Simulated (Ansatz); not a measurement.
A made-up structure of AlSiH4O, doublet:

```
atom    x (Å)    y (Å)    z (Å)
  O1  -0.0462   0.0281  -0.0521
 Si2  -1.1201   0.3414  -1.2326
 Al3   1.0800   0.0420   1.2031
  H4  -0.6201  -0.2153  -2.5259
  H5  -2.4346  -0.2826  -0.8928
  H6  -1.6478   1.2564  -0.2836
  H7   1.5971  -1.3533   1.7283
```

It is relaxed with PBE-D4/def2-SVP and then PBE0-D4/def2-TZVP (Ansatz 0.2.0). Atoms count as bonded within 1.22 times the sum of their covalent radii (H–H: 0.88 Å). The end point is not checked to be a true minimum.

(1) Does its bonding change? (Judge from chemistry; the calculation decides.)

Results:

(1) By the calculation: No: no bond forms or breaks.

Where it ends: The first stage lowers the energy by 1.99 eV in 6 steps. It ends as AlSiH₄O ([AlH][O][SiH3]):
```json
{"atom": "O1", "x (Å)": "-0.0869", "y (Å)": "-0.0826", "z (Å)": "0.0936"}
{"atom": "Si2", "x (Å)": "-1.2191", "y (Å)": "0.2728", "z (Å)": "-1.0196"}
{"atom": "Al3", "x (Å)": "1.0395", "y (Å)": "-0.0654", "z (Å)": "1.3528"}
{"atom": "H4", "x (Å)": "-0.6690", "y (Å)": "0.0629", "z (Å)": "-2.3849"}
{"atom": "H5", "x (Å)": "-2.4031", "y (Å)": "-0.6075", "z (Å)": "-0.8354"}
{"atom": "H6", "x (Å)": "-1.6548", "y (Å)": "1.6902", "z (Å)": "-0.8939"}
{"atom": "H7", "x (Å)": "1.8017", "y (Å)": "-1.4538", "z (Å)": "1.6319"}
```

Labels in which every atom is bracketed show which atoms are joined, not bond orders.

For scale, one of the runs: PBE0-D4/def2-TZVP relaxation, 129 basis functions, launched by `ansatz run in.yaml --threads 2 --pin off --events-out ev --progress --plain --max-ram 4352MiB`. Hardware: 2 CPU threads of an Arm Neoverse V2, shared host. Wall time about 48 s.
